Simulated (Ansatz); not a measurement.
What does this script print? It uses the Python package of Ansatz (0.2.0).

`bend_c2h4o2.py`
```python
"""Energy of C2H4O2 against one bond angle."""

from dataclasses import dataclass
import warnings

import ansatz as az
from ase import Atoms


@dataclass
class RunConfig:
    basis: str = "cc-pVDZ"
    functional: str = "B3LYP"
    fmax: float = 0.02


settings = RunConfig()

warnings.simplefilter("ignore", az.DeckWarning)

atoms = Atoms(["O", "C", "C", "O", "H", "H", "H", "H"], positions=[
    (-0.6462, -0.2093, -1.6107),
    (0.1697, 0.319, -0.9019),
    (0.2094, 0.0586, 0.5748),
    (-0.7738, -0.7141, 1.0423),
    (0.9671, 0.965, -1.3263),
    (1.174, -0.4546, 0.8058),
    (0.2607, 1.0163, 1.1204),
    (-1.2687, -1.038, 0.2398),
])

# start the scan from a relaxed geometry
first = (
    az.Crystal.molecule_from_ase(atoms).calculation()
    .basis(gaussian=settings.basis)
    .functional(settings.functional)
    .relax(force_tolerance=settings.fmax, max_steps=80)
)
atoms.positions = first.run(threads=1).report["positions_ang"]

rows = []
for angle in [90, 100, 110, 120, 135, 150, 165, 179]:
    bent = atoms.copy()
    bent.set_angle(2, 3, 7, angle, indices=[7])
    model = (
        az.Crystal.molecule_from_ase(bent).calculation()
        .basis(gaussian=settings.basis)
        .functional(settings.functional)
    )
    rows.append((angle, model.run(threads=1).report["free_energy_ev"]))
floor = min(e for _, e in rows)
for angle, e in rows:
    print(f"angle C2-O3-H7 = {angle:3d} deg   {1000 * (e - floor):9.1f} meV")
```

Running `python bend_c2h4o2.py` prints:
```text
angle C2-O3-H7 =  90 deg       207.9 meV
angle C2-O3-H7 = 100 deg         0.0 meV
angle C2-O3-H7 = 110 deg         1.9 meV
angle C2-O3-H7 = 120 deg       156.2 meV
angle C2-O3-H7 = 135 deg       568.4 meV
angle C2-O3-H7 = 150 deg      1059.1 meV
angle C2-O3-H7 = 165 deg      1463.6 meV
angle C2-O3-H7 = 179 deg      1633.9 meV
```

Caveats:
- The scan is rigid, and the energies are electronic, in a modest basis. The zero is the lowest point of the grid, which needn't be the minimum.
- b3lyp holds the VWN-RPA fit, as in Gaussian; the form of ORCA and Turbomole is b3lyp5.
- Timing: 21 s on 1 thread of Intel(R) Xeon(R) 6975P-C (Granite Rapids) (shared host), peak memory 0.22 GiB.

(Lines on the test bed's own set-up are left out of the output.)
